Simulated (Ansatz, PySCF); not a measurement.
Reaction (SMILES): F (HF) → F (HF) as doublet, charge +1 + e-
Structures are relaxed separately at B3LYP-D3(BJ)/def2-TZVP in Ansatz (a first-principles code).

Wanted: adiabatic ionisation energy (0 K, with B3LYP-D3(BJ) harmonic zero-point energies from PySCF), in eV. Valence correlation only, unless marked. Open shells are spin-unrestricted. No spin-orbit coupling. No relativistic terms. CBS(X,Y): correlation extrapolated as X^-3; Hartree-Fock from the larger set (for Q and 5 zeta extrapolated as (X+1)exp(-9√X)).

| level | program | adiabatic ionisation energy (eV) |
|---|---|---|
| PBE/def2-TZVPD | Ansatz | 16.03 |
| BLYP/def2-TZVPD | Ansatz | 16.00 |
| B3LYP/def2-TZVPD | Ansatz | 16.06 |
| BHLYP-D4/def2-TZVPD | Ansatz + dftd4 | 15.66 |
| HSE06-D3(BJ)/def2-TZVPD | Ansatz + dftd3 | 15.85 |
| wB97M-V/def2-TZVPD | Ansatz | 15.88 |
| CCSD(T)/CBS(cc-pVQZ,cc-pV5Z) | Ansatz | 16.07 |
